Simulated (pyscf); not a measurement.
HO–PH₂ (SMILES OP) + SiH₂ (SMILES [SiH2]) [singlet] → HO–SiH₂–PH₂ (SMILES O[SiH2]P), an insertion (singlet surface; O–P broken, P–Si, O–Si formed). Structures and frequencies: ωB97X-D3(BJ)/def2-SVP in PySCF. MP2 and CC: frozen core, UHF for open shells. ΔMP2 is the change of the MP2 total energy from the triple- to the quadruple-zeta basis. Energies in kcal/mol from the separated reactants.

AM1 to PM7: differences of heats of formation from MOPAC. 

**Question.** Quick PM3 single points give ΔE‡ = -37.4 kcal/mol and ΔE = -75.5 kcal/mol. What does CCSD(T)/def2-TZVPP + ΔMP2(QZVPP) give, and how far is the quick result from it?

**Answer.** CCSD(T)/def2-TZVPP + ΔMP2(QZVPP) gives ΔE‡ = -4.8 kcal/mol and ΔE = -85.7 kcal/mol. PM3 lies 32.5 kcal/mol under it in the barrier and 10.2 kcal/mol over it in the reaction energy, so on this step it does not hold to within 3.0 kcal/mol. CCSD(T)/def2-TZVPP + ΔMP2(QZVPP) has limits of its own. On the reactant side the descent ends in an adduct with a O–Si contact, 19.9 kcal/mol under the separated species and 10.9 kcal/mol under the saddle at ωB97X-D3(BJ)/def2-TZVP. At CCSD(T) the saddle lies under the separated reactants, which points to a path from their complex (located at ωB97X-D3(BJ) alone). What is counted as formed (O–Si) is already present as a longer contact in the reactant adduct; forming that adduct is a step of its own. At ωB97X-D3(BJ) the barrier from the zero used here is -9.0 kcal/mol. This is the saddle that the search found; another between the same sides may lie lower. The CCSD(T) − MP2 part came from Ansatz, without density fitting, on the same reference.
